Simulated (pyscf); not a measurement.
Single points on ωB97X-D3(BJ)/def2-SVP structures (PySCF, gas phase).

SMILES: [F][Ti]([OH])([OH])[F]
```xyz
7

O      2.1558     0.3513    -0.6479
Ti     2.1620    -0.8937     0.5910
O      1.8462    -0.1787     2.1738
F      0.9320    -2.0820     0.2292
F      3.7149    -1.6902     0.6102
H      2.6499     0.7182    -1.3865
H      1.6102     0.6972     2.4952
```

Q: What are the homolytic bond dissociation enthalpies (298 K) of HO–Ti(OH)(F)–F at ωB97M-D3(BJ)/def2-TZVP, weakest first?

A: O–Ti to OH• + [HO–Ti(F)–F]•: 99.8 kcal/mol; H–O to [O–Ti(OH)(F)–F]• + H•: 120.5 kcal/mol; F–Ti to [HO–Ti(OH)–F]• + F•: 127.0 kcal/mol. Ring and multiple bonds, and those that leave no two simple radicals, are not listed. The radicals are drawn with the spin at the cut bond; how far it spreads was not checked. Other isomers of [HO–Ti(F)–F]•, [O–Ti(OH)(F)–F]•, [HO–Ti(OH)–F]• were not searched in full and may lie lower. Left out: the spin-orbit lowering of F, OH. Open-shell species with a d-block atom are single-reference here; other states, and whether the spin sits on metal or ligand, were not checked.
